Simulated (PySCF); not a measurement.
## Boron: a sound run and one with changed settings

Sound run: B [He] 2s2 2p1, B⁺ [He] 2s2. Computed with PySCF 2.14 in jorge-DZP-DKH (4s2p1d, 15 functions), with scalar relativity by spin-free X2C-1e. In the sound run the correlated levels freeze 1s2. The sound run starts from symmetry-adapted Hartree-Fock orbitals and uses a fine grid where one is needed.

Changed run: basis STO-3G, all-electron and non-relativistic. This setting is unsound on purpose.

```csv
species,method,sound run (hartree),changed run (hartree),converged
B,UHF,-24.53694,-24.14899,yes
B,TPSS,-24.67269,-24.28925,yes
B,B3LYP,-24.66851,-24.28153,yes
B,MP2,-24.57414,-24.16765,yes
B,CCSD(T),-24.59689,-24.18899,yes
B⁺,UHF,-24.24193,-23.94847,yes
B⁺,TPSS,-24.35101,-24.05646,yes
B⁺,B3LYP,-24.34818,-24.04926,yes
B⁺,MP2,-24.27514,-23.97788,yes
B⁺,CCSD(T),-24.30112,-24.00944,yes
```

Ionisation energy of B:

| method | sound run (eV) | changed run (eV) |
| --- | --- | --- |
| UHF | 8.028 | 5.456 |
| TPSS | 8.753 | 6.335 |
| B3LYP | 8.716 | 6.320 |
| MP2 | 8.136 | 5.164 |
| SCS-MP2 | 8.099 | 5.105 |
| CCSD | 8.027 | 4.886 |
| CCSD(T) | 8.048 | 4.886 |

A minimal basis cannot let orbitals breathe on ionisation and holds almost no correlation. The Hamiltonian changed with the basis, so the totals do not compare.

For comparison, NIST gives 8.298 eV between the lowest levels.
